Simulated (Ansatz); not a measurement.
Input file:

```yaml
crystal:
  periodic: [false, false, false]
  atoms:
    - {symbol: B, position_ang: [-2.050153, 0.034738, 0.000000]}
    - {symbol: H, position_ang: [-2.646886, 1.068310, 0.000000]}
    - {symbol: H, position_ang: [-2.646886, -0.998833, 0.000000]}
    - {symbol: H, position_ang: [-0.645153, 0.034738, 0.000000]}
    - {symbol: Si, position_ang: [0.953847, 0.034738, 0.000000]}
    - {symbol: H, position_ang: [1.350282, -1.444775, 0.000000]}
basis:
  gaussian: {orbitals: cc-pVDZ}
magnetization: {spin_polarized: true, initial_magnetization: 1}
hamiltonian: {xc: {name: wB97M-V}}
output: {forces: true, orbitals: {seedname: orbitals}}
```

```sh
$ ansatz run in.yaml --threads 1 --pin off --events-out ev --progress --plain --max-ram 2393MiB
```

The program prints:

```
  # Of w^i u^j: cxij and so on, Table III.
  gx(w, u) = 1 - cx + cx01*u + cx10*w
  gss(w, u) = css00 + css04*u^4 + css10*w + css20*w^2 + css43*w^4*u^3
  gos(w, u) = cos00 + cos10*w + (cos20 + cos21*u)*w^2 + (cos60 + cos61*u)*w^6
      + integral(e_c_pw_mod_opposite_spin*gos(b97_w_opposite, b97_u_opposite)) + vv10(b, c)
488 factors; integrals over basis functions are off by at most 1.2e-3 eV
189 factors; integrals over basis functions are off by at most 1.2e-5 eV
mean field evaluation 1: about -8612.1167 eV, gradient 7.1e0 eV
mean field evaluation 2: about -8612.5036 eV, gradient 4.5e0 eV
mean field evaluation 4: about -8612.6995 eV, gradient 5.3e-1 eV
mean field evaluation 8: about -8612.7777 eV, gradient 9.7e-2 eV
mean field evaluation 16: about -8612.7791 eV, gradient 2.8e-3 eV
mean field evaluation 32: about -8612.6471 eV, gradient 1.7e0 eV
mean field -8612.77905529 eV, -316.5137923304 hartree, gradient 4.2e-5 eV, S^2 0.751561; 3 other end points of the search recorded, 0 dependent functions left out
the calculation of the forces begins
reference -8612.77909236 eV, -316.5137936930 hartree; 12, 11 occupied and 40, 41 virtual orbitals, 488 factors
Total energy: -8612.77909236 eV, -316.5137936930 hartree
Atom 0 at    -2.050153     0.034738     0.000000 Å, force     1.610971    -0.418792    -0.000000 eV/Å
Atom 1 at    -2.646886     1.068310     0.000000 Å, force     0.508088     0.313945    -0.000000 eV/Å
Atom 2 at    -2.646886    -0.998833     0.000000 Å, force     0.346033    -0.244092     0.000000 eV/Å
Atom 3 at    -0.645153     0.034738     0.000000 Å, force    -3.599536    -0.087726    -0.000000 eV/Å
Atom 4 at     0.953847     0.034738     0.000000 Å, force     1.727014     0.695455    -0.000000 eV/Å
Atom 5 at     1.350282    -1.444775     0.000000 Å, force    -0.592570    -0.258790    -0.000000 eV/Å
Dipole moment:    -0.413308    -0.038851    -0.000000 e Å
```

Forces (eV/Å):
```
B    1.611 -0.419  0.000
H    0.508  0.314  0.000
H    0.346 -0.244  0.000
H   -3.600 -0.088  0.000
Si   1.727  0.695  0.000
H   -0.593 -0.259  0.000
```

Ran on 1 thread of Intel Xeon 6975P-C, shared host: 4.5 s wall, 0.21 GiB peak host memory.
